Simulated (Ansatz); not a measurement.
Basis-set extrapolation for C$_{4}$H$_{6}$ClN, SMILES `C/C=N\C=C\Cl` (PBE0-D4/def2-TZVP geometry, frozen core, the Gaussian-basis code of Ansatz). Multiplicity 1, RHF reference.

```json
{"": "HF", "def2-TZVPP": "-668.960068", "def2-QZVPP": "-668.982169"}
{"": "MP2 correlation", "def2-TZVPP": "-1.038975", "def2-QZVPP": "-1.113738"}
{"": "CCSD(T) correlation", "def2-TZVPP": "-1.137229", "def2-QZVPP": "not run"}
```

Energies in hartree. Use E(X) = E(∞) + A·exp(−7.88·√X) for Hartree–Fock and E(X) = E(∞) + B·X^(−2.97) for correlation, with X = 3 and 4, and add CCSD(T) minus MP2 of the smaller set to the MP2 limit.

Question: What is the CCSD(T) energy at the basis-set limit?

Answer: HF limit: -668.982169 + (-0.022101) × 0.13774 = -668.98521. MP2 limit: -1.113738 + (-0.074763) × 0.74074 = -1.16912. Higher-order term: -1.137229 − (-1.038975) = -0.09825. Total: -670.25258 hartree, 97.4 kcal/mol below CCSD(T)/def2-TZVPP.
